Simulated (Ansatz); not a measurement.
## Structure relaxation of CaH

Level of theory: DFT PBE, scalar-relativistic, plane waves, PAW in Ansatz. Cutoff 420 eV, Γ-centred k mesh, Gaussian smearing, no spin polarisation in the final step.

The start puts CaH on the rock salt structure type (Fm-3m, No. 225), with Ca in place of Na, H in place of Cl, at a guessed volume.

```
CELL_PARAMETERS angstrom
0.00000 2.59170 2.59170
2.59170 0.00000 2.59170
2.59170 2.59170 0.00000
ATOMIC_POSITIONS crystal
Ca 0.00000 0.00000 0.00000
H 0.50000 0.50000 0.50000
```

Cell and atoms relax at zero pressure; the relaxation can't lower the symmetry of the start.

Formation energies are uncorrected and refer to the elements' standard structures at the same level (H₂ as a molecule).

Q: Describe the relaxed structure.

A: It keeps Fm-3m (No. 225). The result has the rock salt structure. Conventional cell: a = 5.145 Å. Ca is coordinated by 6 H at 2.57 Å; around H lie 6 Ca at 2.57 Å.

Space group Fm-3m (No. 225). a = 5.145 Å, b = 5.145 Å, c = 5.145 Å, α = 90.00°, β = 90.00°, γ = 90.00°
```json
{"atom": "Ca", "site": "4a", "symmetry": "m-3m", "x": "0.0000", "y": "0.0000", "z": "0.0000"}
{"atom": "H", "site": "4b", "symmetry": "m-3m", "x": "0.5000", "y": "0.0000", "z": "0.0000"}
```

Q: What are its volume, energy, density and gap?

A: The volume per atom is 17.03 Å³ and the density is 2.00 g/cm³. The energy over the elements is -0.18 eV/atom. The gap on the 18×18×18 mesh is 0 eV (a metal).

The final run used a 18×18×18 mesh on its 2-atom cell and 0.10 eV smearing. The k mesh leaves about 4 meV/atom of noise in metals. A structure relaxed within its symmetry needn't be a true minimum.

Cost: 2 runs of about 0.22 core-minutes in all, on Arm Neoverse V2 (shared hosts).